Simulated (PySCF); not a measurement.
P: electron affinity

P⁻ [Ne] 3s2 3p4 (3P) → P [Ne] 3s2 3p3 (4S), as a difference of total energies. All numbers are calculated (PySCF 2.14, no relativity, point nucleus, in aug-cc-pwCVTZ (8s7p5d3f, 75 functions)). Correlated levels: valence and next inner shell: 1s2 frozen. The calculations carry no spin-orbit coupling.

| method | electron affinity (eV) | plus first-order spin-orbit estimate | error of that sum (eV) |
| --- | --- | --- | --- |
| UHF | -0.322 | -0.311 | -1.058 |
| MP2 (valence and next inner shell) | 0.459 | 0.471 | -0.276 |
| SCS-MP2 (valence and next inner shell) | 0.530 | 0.542 | -0.205 |
| CCSD (valence and next inner shell) | 0.541 | 0.553 | -0.194 |
| CCSD(T) (valence and next inner shell) | 0.614 | 0.625 | -0.122 |

Reference: 0.747 eV (measured; photodetachment measurements, as compiled on the Wikipedia data page of electron affinities).

A first-order spin-orbit estimate (lowest level to lowest level, LS coupling) adds 0.012 eV.

Errors of the correlated levels include the incompleteness of this basis and the frozen core.

A negative affinity means that the anion lies above the atom at that level of theory.
